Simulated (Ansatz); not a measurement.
The input, for Ansatz 0.2.0:

```yaml
crystal:
  periodic: [false, false, false]
  atoms:
    - {symbol: Al, position_ang: [-0.000007, -0.238094, 5.078786]}
    - {symbol: Ga, position_ang: [0.000061, 0.012493, -0.348431]}
    - {symbol: N, position_ang: [0.000027, -0.304845, -2.070884]}
    - {symbol: H, position_ang: [-0.000081, 0.530446, -2.659470]}
basis:
  gaussian: {orbitals: 6-31G, point_charges: [{charge: 0.50, position_ang: [2.557, 0.076, -0.595]}]}
magnetization: {spin_polarized: false, initial_magnetization: 2}
correlation: {method: mp2, electrons: outside_noble_gas}
scf: {lower_state_search: light}
output: {forces: true}
```

```sh
$ ansatz run in.yaml --threads 1 --pin off --events-out ev --progress --plain --max-ram 2393MiB
```

Log:

```
555 factors; integrals over basis functions are off by at most 4.4e-4 eV
mean field evaluation 1: about -60393.4864 eV, gradient 4.0e1 eV
mean field evaluation 2: about -60393.5534 eV, gradient 4.0e1 eV
mean field evaluation 4: about -60397.5192 eV, gradient 1.6e1 eV
mean field evaluation 8: about -60401.6123 eV, gradient 2.3e0 eV
mean field evaluation 16: about -60401.8671 eV, gradient 2.1e-1 eV
mean field evaluation 32: about -60401.9079 eV, gradient 7.9e-2 eV
mean field evaluation 64: about -60401.9121 eV, gradient 3.1e-2 eV
mean field evaluation 96: about -60401.8754 eV, gradient 7.2e-1 eV
mean field evaluation 128: about -60401.8835 eV, gradient 2.2e-2 eV
mean field evaluation 160: about -60401.9120 eV, gradient 1.6e-1 eV
mean field evaluation 192: about -60401.1765 eV, gradient 6.1e0 eV
mean field evaluation 224: about -60401.3335 eV, gradient 2.5e0 eV
mean field evaluation 256: about -60338.8984 eV, gradient 9.0e1 eV
mean field evaluation 288: about -60401.8937 eV, gradient 8.1e-2 eV
mean field -60401.91220934 eV, -2219.7293318067 hartree, gradient 5.5e-8 eV, S^2 2.000000; 15 other end points of the search recorded, 0 dependent functions left out
mean field evaluation 320: about -60401.9772 eV, gradient 1.0e0 eV
mean field evaluation 352: about -60402.0943 eV, gradient 2.2e-1 eV
mean field evaluation 384: about -60402.0957 eV, gradient 2.4e-1 eV
mean field evaluation 416: about -60402.1089 eV, gradient 8.1e-2 eV
mean field evaluation 448: about -60397.3773 eV, gradient 1.7e1 eV
mean field evaluation 480: about -60401.9059 eV, gradient 1.1e0 eV
mean field evaluation 512: about -60402.1073 eV, gradient 2.0e-1 eV
20 core orbitals not correlated: weight in the atoms' cores, before any rotation towards them, 0.725 or more for the frozen orbitals, at most 0.268 for the correlated occupied ones
reference -60401.91220934 eV, -2219.7293318067 hartree; 7, 5 occupied and 26, 28 virtual orbitals, 555 factors
second order -3.76678213 eV of doubles, -0.04202053 eV of singles
the calculation of the forces begins
Total energy: -60405.72101200 eV, -2219.8693027226 hartree
Atom 0 at    -0.000007    -0.238094     5.078786 Å, force    -0.000277    -0.006572     0.000351 eV/Å
Atom 1 at     0.000061     0.012493    -0.348431 Å, force    -0.013491     0.123025     2.799549 eV/Å
Atom 2 at     0.000027    -0.304845    -2.070884 Å, force     0.198081    -0.229176    -1.719019 eV/Å
Atom 3 at    -0.000081     0.530446    -2.659470 Å, force    -0.093031     0.158386    -1.039667 eV/Å
Dipole moment:    -0.488741     0.139335     0.179513 e Å
```

Forces (eV/Å):
```
Al   0.000 -0.007  0.000
Ga  -0.013  0.123  2.800
N    0.198 -0.229 -1.719
H   -0.093  0.158 -1.040
```

Ran on 1 thread of Arm Neoverse V2, shared host: 12 s wall, 0.14 GiB peak host memory.
